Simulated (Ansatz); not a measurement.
# AlNH₂+ (doublet): from Hartree-Fock to the top rungs, cc-pVTZ

Aim: climb from Hartree-Fock through coupled cluster for AlNH₂+ (doublet) at one geometry and basis, and see what each rung misses.

Method: cc-pVTZ, correlated electrons: outside noble gas; program: Ansatz 0.2.0, Gaussian basis.

Plan: UHF; CCSD(T) on ROHF; CCSD(T) on UHF; BCCD(T) on ROHF; CCSDT(Q) on ROHF; CCSDT(Q) on UHF.

### Step 1. The system

The geometry is a PBE0/def2-TZVP stationary point (not a proven minimum) of the parent state, kept for this charge and spin.

4 atoms, charge 1, spin multiplicity 2.

Atoms are counted from 1 here; the program's logs count them from 0.

Bond lengths: Al1–N2 1.771 Å, N2–H3 1.007 Å, N2–H4 1.007 Å. Angles: Al1–N2–H3 124.1°, Al1–N2–H4 124.1°, H3–N2–H4 111.7°.

As a file:

```xyz
4

Al    0.0000    0.0000    0.6865
N     0.0000    0.0000   -1.0849
H     0.0000    0.8334   -1.6498
H     0.0000   -0.8334   -1.6498
```

In the tables R marks a restricted open-shell determinant and U an unrestricted one; correlation energies count from the lowest restricted Hartree-Fock solution.

### Step 2. UHF

in.yaml reads:

```yaml
crystal:
  periodic: [false, false, false]
  atoms:
    - {symbol: Al, position_ang: [0.000000, 0.000000, 0.686473]}
    - {symbol: N, position_ang: [0.000000, 0.000000, -1.084932]}
    - {symbol: H, position_ang: [0.000000, 0.833405, -1.649784]}
    - {symbol: H, position_ang: [0.000000, -0.833405, -1.649784]}
basis:
  gaussian: {orbitals: cc-pVTZ}
total_charge: 1
magnetization: {spin_polarized: true, initial_magnetization: 1}
hamiltonian: {xc: hf}
output: {orbitals: {seedname: orbitals}}
```

Started as:

```
ansatz run in.yaml --threads 1 --pin off --events-out ev --progress --plain --max-ram 2816MiB --backend cpu
```

Further steps of the session: CCSD(T) on ROHF; CCSD(T) on UHF; BCCD(T) on ROHF; CCSDT(Q) on ROHF; CCSDT(Q) on UHF.

**Question.** What will the summary of the whole plan be? Wanted: correlation energy, UCCSDT(Q); RMP2 from UCCSDT(Q); UMP2 from UCCSDT(Q); RCCSD from UCCSDT(Q); RCCSD(T) from UCCSDT(Q); UCCSD(T) from UCCSDT(Q); RCCSDT(Q) from UCCSDT(Q); T1 diagnostic.

**Answer**, as computed:

| quantity | value |
| --- | --- |
| correlation energy, UCCSDT(Q) | -7.3695 eV |
| RMP2 from UCCSDT(Q) | +597.3 meV |
| UMP2 from UCCSDT(Q) | +589.9 meV |
| RCCSD from UCCSDT(Q) | +312.5 meV |
| RCCSD(T) from UCCSDT(Q) | +28.6 meV |
| UCCSD(T) from UCCSDT(Q) | +27.2 meV |
| RCCSDT(Q) from UCCSDT(Q) | +3.4 meV |
| levels of the table within 1 kcal/mol (43 meV) | RCCSD(T), UCCSD(T), BCCD(T), RCCSDT, UCCSDT, RCCSDT(Q) |
| T1 diagnostic | 0.022 |

RCCSD(T) misses by +28.6 meV, 0.4 % of the correlation energy. These misses are within one basis, not against nature; the frozen cores of restricted and unrestricted runs differ, which can shift their rows.
